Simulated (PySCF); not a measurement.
C₄H₆N₂.
SMILES with atom numbers: `[CH3:1][n:2]1[cH:3][cH:4][cH:5][n:6]1` (hydrogens: H7, H8, H9 on C1; H10 on C3; H11 on C4; H12 on C5)

Geometry (PBE0-D3(BJ)/def2-SVP, Å), atoms numbered from 1 in this order:
```xyz
12
C4H6N2 angstrom
C     -1.7517   -0.1471    0.5573
N     -0.3834   -0.1198    0.1146
C      0.4615    0.9397    0.1009
C      1.6501    0.4898   -0.4421
C      1.4023   -0.8704   -0.7242
N      0.1697   -1.2216   -0.3837
H     -1.9982    0.8122    1.0296
H     -2.4303   -0.3160   -0.2922
H     -1.8923   -0.9564    1.2870
H      0.1609    1.9158    0.4760
H      2.5616    1.0590   -0.6032
H      2.0764   -1.6073   -1.1601
```

Level: CAM-B3LYP/def2-SVPD in PySCF, non-relativistic, on one gas-phase PBE0-D3(BJ)/def2-SVP geometry that isn't relaxed in the solvent. The solvent is an IEF-PCM continuum (Bondi radii, 1.10 Å for H, scaled by 1.2), and excitations are vertical TDDFT with non-equilibrium linear response and a frozen core. The model holds no explicit solvent molecules, cavitation or dispersion.

| run | E − E(gas) (kcal/mol) | HOMO (eV) | HOMO–LUMO gap (eV) | dipole (D) | lowest singlet (eV) | static polarisability (au) |
| --- | --- | --- | --- | --- | --- | --- |
| gas | 0.00 | -8.39 | 9.72 | 2.42 | 6.59 | 59.7 |
| P | -5.84 | -8.48 | 9.90 | 3.38 | 6.54 | 80.4 |
| Q | -4.17 | -8.44 | 9.90 | 3.08 | 6.53 | 73.9 |

Problem. The runs were made in chloroform and methanol. Which run belongs to which solvent?

Solution. P = methanol, Q = chloroform. The dielectric constants are 4.711 (chloroform), 32.61 (methanol), and the energy falls further as ε rises. The optical constants n² used for the excitations are 2.09, 1.77 in the same order. In this model the ground state sees the solvent through ε alone.

Problem. How constant is the ratio of the lowering to (ε − 1)/(2ε + 1)?

Solution. 
```json
{"solvent": "chloroform", "(ε − 1)/(2ε + 1)": "0.356", "E − E(gas) (kcal/mol)": "-4.17", "ratio (kcal/mol)": "-11.7", "polarisation term (kcal/mol)": "-4.78"}
{"solvent": "methanol", "(ε − 1)/(2ε + 1)": "0.477", "E − E(gas) (kcal/mol)": "-5.84", "ratio (kcal/mol)": "-12.2", "polarisation term (kcal/mol)": "-7.08"}
```

The ratio changes by +4.5 % in size from chloroform to methanol. The polarisation term is half the interaction of the solute with the induced surface charges.
